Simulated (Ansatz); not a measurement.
Cost and result for the atomization energy of CHF2O (`[O]C(F)F`) radical (5 atoms, 4 bonds).

```
atom   x (Å)   y (Å)   z (Å)
  O1  -0.414   0.565  -1.125
  C2   0.002   0.020   0.002
  F3  -0.947  -0.679   0.655
  F4   1.056  -0.806  -0.147
  H5   0.303   0.899   0.615
```

The species carries charge 0 and has multiplicity 2. The geometry is a stationary point of PBE0-D4/def2-TZVP. Program: Ansatz. All runs use 2 threads of a server CPU on a shared host. Times are those of one run each, without the atoms' runs, and a repeat can differ threefold. Electronic energies, without spin–orbit coupling; frozen cores. CCSD(T)/CBS adds CCSD(T) − MP2 in def2-TZVPP to the MP2 limit, and its time is that of the two runs behind it. T1 = 0.016; ⟨S²⟩ of the reference is 0.76.

CCSD(T)/CBS is a level of theory with its own doubt, some kJ/mol a heavy atom from the limit and from the frozen cores, so smaller differences don't rank the functionals.

```
                             level  functions  wall time
                BLYP-D4/def2-TZVPP        138      1.6 s
              revPBE-D4/def2-TZVPP        138      1.8 s
r2SCAN-D4/def2-TZVPP (with forces)        138      2.8 s
                  CCSD(T)/def2-SVP         61      2.8 s
             r2SCANh-D4/def2-TZVPP        138      3.2 s
                 B2PLYP/def2-TZVPP        138      3.3 s
                PBE0-D4/def2-TZVPP        138      3.5 s
           CAM-B3LYP-D4/def2-TZVPP        138      3.6 s
                ωB97X-V/def2-TZVPP        138        9 s
  ωB97M-V/def2-TZVPP (with forces)        138       13 s
                    MP2/def2-QZVPP        258       16 s
                CCSD(T)/def2-TZVPP        138       34 s
                 CCSD(T)/CBS(def2)          –       50 s
```

Problem. What atomization energy does each give, and how far from CCSD(T)/CBS? (Estimate.)

Solution. Ansatz gave: 
| level | atomization (kcal/mol) | difference from CCSD(T)/CBS | per bond |
| --- | --- | --- | --- |
| BLYP-D4/def2-TZVPP | 438.9 | 10.5 | 2.6 |
| revPBE-D4/def2-TZVPP | 437.5 | 9.1 | 2.3 |
| r2SCAN-D4/def2-TZVPP (with forces) | 438.3 | 9.9 | 2.5 |
| CCSD(T)/def2-SVP | 405.4 | -23.0 | -5.7 |
| r2SCANh-D4/def2-TZVPP | 430.9 | 2.5 | 0.6 |
| B2PLYP/def2-TZVPP | 425.5 | -2.9 | -0.7 |
| PBE0-D4/def2-TZVPP | 434.9 | 6.5 | 1.6 |
| CAM-B3LYP-D4/def2-TZVPP | 435.8 | 7.4 | 1.9 |
| ωB97X-V/def2-TZVPP | 433.8 | 5.4 | 1.4 |
| ωB97M-V/def2-TZVPP (with forces) | 433.3 | 4.9 | 1.2 |
| MP2/def2-QZVPP | 440.2 | 11.8 | 2.9 |
| CCSD(T)/def2-TZVPP | 415.5 | -12.9 | -3.2 |
| CCSD(T)/CBS(def2) | 428.4 | 0.0 | 0.0 |

From PBE to PBE0 (25 % exact exchange), in def2-TZVPP and without D4, the atomization energy moves by −22.2 kcal/mol: exact exchange takes away binding that semilocal exchange gives to molecules. In def2-TZVPP, CCSD(T) changes the Hartree–Fock value by +131.9 kcal/mol (the triples alone add +9.7 kcal/mol) and MP2 by +149.0 kcal/mol; breaking electron pairs costs correlation energy, which Hartree–Fock lacks. At CCSD(T), def2-SVP lies −23.0 kcal/mol from the extrapolated value and def2-TZVPP −12.9 kcal/mol: correlation converges slowly with the basis, and small sets miss more of it in the bonded molecule than in its fragments.
